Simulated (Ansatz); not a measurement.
One change: `C=CCCS` becomes `C=CC`.

Ansatz, PBE0-D4/def2-TZVP geometries, multiplicity 1. Each molecule was computed in one conformer, which needn't be the lowest.

```json
{"property": "size of the dipole moment (B3LYP/def2-TZVPP) / D", "`C=CCCS`": "1.70"}
{"property": "size of the dipole moment (PBE/def2-TZVPP) / D", "`C=CCCS`": "1.71"}
{"property": "HOMO energy (PBE/def2-TZVPP) / eV", "`C=CCCS`": "-5.48"}
{"property": "LUMO energy (PBE0/def2-TZVPP) / eV", "`C=CCCS`": "0.09"}
{"property": "LUMO energy (ωB97M-V/def2-TZVPP) / eV", "`C=CCCS`": "2.16"}
{"property": "HOMO–LUMO gap (PBE0/def2-TZVPP) / eV", "`C=CCCS`": "6.82"}
```

Q: Give the same properties after the change, and the shifts. (An estimate is asked.)

A: The calculation gave: 
```
                                        property  `C=CC`  shift
size of the dipole moment (B3LYP/def2-TZVPP) / D    0.42  -1.28
  size of the dipole moment (PBE/def2-TZVPP) / D    0.44  -1.27
               HOMO energy (PBE/def2-TZVPP) / eV   -6.24  -0.76
              LUMO energy (PBE0/def2-TZVPP) / eV    0.45   0.36
           LUMO energy (ωB97M-V/def2-TZVPP) / eV    2.57   0.41
            HOMO–LUMO gap (PBE0/def2-TZVPP) / eV    7.82   1.00
```

With PBE0 the HOMO falls by 0.64 eV and the LUMO rises by 0.36 eV, so the gap widens by about 1.00 eV. PBE moves the HOMO by -0.76 eV and ωB97M-V by -0.66 eV. Dipoles are sizes alone; their direction can turn.

B3LYP here is the variant with VWN-RPA as its local correlation; programs differ in this.
